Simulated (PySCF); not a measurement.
## Computed data sheet: `C#C/C=C/CN`

C5H7N.
Structure used (PBE0-D3(BJ)/def2-SVP), in Å, numbered top down from 1:
```xyz
13
C5H7N angstrom
C      3.4157   -0.0166    0.2662
C      2.2545   -0.3095    0.0643
C      0.9019   -0.6788   -0.1719
C     -0.1162    0.1929   -0.2799
C     -1.5469   -0.1997   -0.4857
N     -2.4396    0.1825    0.5955
H      4.4412    0.2484    0.4448
H      0.6984   -1.7531   -0.2725
H      0.0936    1.2651   -0.1753
H     -1.6103   -1.2908   -0.6343
H     -1.9251    0.2555   -1.4181
H     -2.4666    1.1961    0.6948
H     -2.0843   -0.1781    1.4797
```

Among its groups: alkyne, C=C double bond and amine.

**PBE0-D3(BJ)/def2-SVP geometry optimisation, gas phase (PySCF)**

```
Point group                  : C1
Rotational constants A, B, C : 17.208, 1.384, 1.349 GHz
```

**PBE0/def2-SVPD ground state and vertical TDDFT (core frozen in the response) (PySCF)**

```
Dipole moment                                                     : 0.70 D
HOMO energy                                                       : -6.84 eV
LUMO energy                                                       : -0.97 eV
HOMO–LUMO gap                                                     : 5.87 eV
Lowest singlet excitation                                         : 5.07 eV (244 nm, f = 0.153)
Strongest line among the 6 lowest singlet transitions             : S1 at 5.07 eV (244 nm, f = 0.153)
Static isotropic polarisability                                   : 75.2 au
Electronic spatial extent ⟨r²⟩ about the centre of nuclear charge : 861 bohr²
```

Monoisotopic mass (most abundant isotopes): 81.0578 u.

In wavenumbers S1 is 40900 cm⁻¹ (1 eV = 8065.54 cm⁻¹). S1 lies 0.80 eV below the HOMO–LUMO gap; its leading configuration is HOMO→LUMO, weight 0.55, beside HOMO−1→LUMO, weight 0.33. The rotational constants make it an asymmetric top with κ = (2B − A − C)/(A − C) = -1.00, nearer the prolate limit (−1). The polarisability is 11.14 Å³ as a volume (1 au = 0.148185 Å³), or 1.71 au for each of the 44 electrons.

One conformer stands for the species.
